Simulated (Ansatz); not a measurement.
Reaction (SMILES): [NH2] (NH2) → 2 H atom + N atom
B3LYP-D3(BJ)/def2-TZVP geometries, fixed; electronic energies without zero-point terms.

Basis-set convergence of the atomisation energy at PBE with Ansatz (a quantum-chemistry and plane-wave program). Cartesian d functions, on some or all atoms, in 6-31G*, 6-31G**; all else is spherical. The program fits the integrals of some runs and decomposes those of others, by size. Open shells are unrestricted. No added dispersion term, no relativity. Functions are those of the species that has most. Reference: the value in aug-cc-pV5Z, 188.85 kcal/mol, itself unsure by roughly 0.05 kcal/mol (its mean distance from pcseg-4, aug-pcseg-3, aug-cc-pVQZ). Deviations are taken from unrounded values.

```csv
basis,functions
STO-3G,7
3-21G,13
6-31G,13
6-31G*,19
6-31G**,25
6-311G**,30
aug-cc-pVDZ,41
aug-pcseg-1,41
jun-cc-pV(T+d)Z,67
aug-cc-pVTZ,92
aug-pcseg-2,92
aug-cc-pVQZ,172
aug-pcseg-3,183
aug-cc-pV5Z,287
```

Q: Which is the smallest set listed that can be trusted to 2 kcal/mol here, that is, within that of the reference together with its larger relatives (same family, alike in diffuse functions; a set with none to test it counts only in the reference's own line)?

A: The smallest set listed that lies within 2 kcal/mol of the reference with all its larger relatives (same family, alike in diffuse functions; a set with none counts only in the reference's own line) is jun-cc-pV(T+d)Z (67 functions, -0.33 kcal/mol off). Value minus reference: STO-3G 2.99, 3-21G -19.82, 6-31G -18.54, 6-31G* -7.41, 6-31G** -3.42, 6-311G** -4.72, aug-cc-pVDZ -3.62, aug-pcseg-1 -2.79, jun-cc-pV(T+d)Z -0.33, aug-cc-pVTZ -0.45, aug-pcseg-2 -0.24, aug-cc-pVQZ 0.00, aug-pcseg-3 -0.08, aug-cc-pV5Z 0.00 kcal/mol.
